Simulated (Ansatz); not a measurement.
# BClH3N (SMILES NBCl): one structure at several levels

Aim: energy, forces and dipole at a structure displaced at random from a GFN2-xTB minimum, from CCSD(T) and from density functionals.

Program: Ansatz 0.2.0, Gaussian basis. Level of theory: single points in def2-TZVPP. These are calculated values, not measurements.

Cores are frozen in the correlated methods.

**1. The system as given**

SMILES `NBCl`, 6 atoms, charge 0, spin multiplicity 1.

Atoms are counted from 1 here; the program's logs count them from 0.

Bond lengths: N1–B2 1.169 Å, N1–H4 1.098 Å, N1–H5 0.929 Å, B2–Cl3 1.817 Å, B2–H6 1.380 Å. Angles: B2–N1–H4 119.4°, B2–N1–H5 118.0°, H4–N1–H5 122.5°, N1–B2–Cl3 127.7°, N1–B2–H6 135.4°, Cl3–B2–H6 96.3°.

Coordinates:

```
atom    x (Å)    y (Å)    z (Å)
  N1  -0.4317  -0.0040  -0.6636
  B2   0.1945  -0.1906   0.3057
 Cl3   0.6257   1.0098   1.5993
  H4  -0.5151  -0.8023  -1.4134
  H5  -0.8051   0.8373  -0.7860
  H6   0.9762  -1.2207   0.7878
```

**2. CCSD(T)/def2-TZVPP**

Contents of run/in.yaml:

```yaml
crystal:
  periodic: [false, false, false]
  atoms:
    - {symbol: N, position_ang: [-0.431700, -0.004000, -0.663600]}
    - {symbol: B, position_ang: [0.194500, -0.190600, 0.305700]}
    - {symbol: Cl, position_ang: [0.625700, 1.009800, 1.599300]}
    - {symbol: H, position_ang: [-0.515100, -0.802300, -1.413400]}
    - {symbol: H, position_ang: [-0.805100, 0.837300, -0.786000]}
    - {symbol: H, position_ang: [0.976200, -1.220700, 0.787800]}
basis:
  gaussian: {orbitals: def2-TZVPP}
correlation: {method: ccsd_t}
output: {forces: true}
```

Started as:

```bash
$ ansatz run in.yaml --threads 4 --pin off --events-out ev --progress --plain --max-ram 5222MiB
```

**3. PBE0-D4/def2-TZVPP**

Changes to run/in.yaml since step 2:

```diff
@@ -11,3 +11,3 @@
   gaussian: {orbitals: def2-TZVPP}
-correlation: {method: ccsd_t}
-output: {forces: true}
+hamiltonian: {xc: pbe0, dispersion: d4}
+output: {forces: true, orbitals: {seedname: orbitals}}
```

**4. wB97M-V/def2-TZVPP**

Changes to run/in.yaml since step 3:

```diff
@@ -11,3 +11,3 @@
   gaussian: {orbitals: def2-TZVPP}
-hamiltonian: {xc: pbe0, dispersion: d4}
-output: {forces: true, orbitals: {seedname: orbitals}}
+hamiltonian: {xc: {name: wB97M-V}}
+output: {forces: true}
```

**5. r2SCAN-D4/def2-TZVPP**

Changes to run/in.yaml since step 4:

```diff
@@ -11,3 +11,3 @@
   gaussian: {orbitals: def2-TZVPP}
-hamiltonian: {xc: {name: wB97M-V}}
+hamiltonian: {xc: r2scan, dispersion: d4}
 output: {forces: true}
```

**6. PBE-D4/def2-TZVPP**

Changes to run/in.yaml since step 5:

```diff
@@ -11,3 +11,3 @@
   gaussian: {orbitals: def2-TZVPP}
-hamiltonian: {xc: r2scan, dispersion: d4}
+hamiltonian: {xc: pbe, dispersion: d4}
 output: {forces: true}
```

**7. BLYP-D4/def2-TZVPP**

Changes to run/in.yaml since step 6:

```diff
@@ -11,3 +11,3 @@
   gaussian: {orbitals: def2-TZVPP}
-hamiltonian: {xc: pbe, dispersion: d4}
+hamiltonian: {xc: {name: BLYP}, dispersion: d4}
 output: {forces: true}
```

**8. wB97X-V/def2-TZVPP**

Changes to run/in.yaml since step 7:

```diff
@@ -11,3 +11,3 @@
   gaussian: {orbitals: def2-TZVPP}
-hamiltonian: {xc: {name: BLYP}, dispersion: d4}
+hamiltonian: {xc: {name: wB97X-V}}
 output: {forces: true}
```

(Steps that only read results are left out.)

What does the calculation give? Wanted: energy less free atoms, CCSD(T)/def2-TZVPP; RMS force component; RMS force error; HOMO and LUMO, PBE0-D4; T1 diagnostic.

As calculated:

| quantity | value |
| --- | --- |
| energy less free atoms, CCSD(T)/def2-TZVPP | -1840.2 kJ/mol |
| RMS force component | 6.303 to 6.618 eV/Å over the methods |
| RMS force error | PBE0-D4 0.247, wB97M-V 0.198, r2SCAN-D4 0.246, PBE-D4 0.311, BLYP-D4 0.375, wB97X-V 0.101 eV/Å |
| HOMO and LUMO, PBE0-D4 | -7.64 and 0.27 eV |
| T1 diagnostic | 0.010 |

In words: Against CCSD(T) the functionals' energies less atoms differ by -129.9 to -80.7 kJ/mol, PBE-D4 by -129.9 kJ/mol. A larger basis would deepen the CCSD(T) value, while the functionals are nearly converged already, so the order here is not reliable. The forces of wB97X-V come nearest to CCSD(T), those of BLYP-D4 are farthest. Frozen-core CCSD(T) forces in triple zeta carry basis errors of their own, and this is one geometry, so small gaps rank nothing.
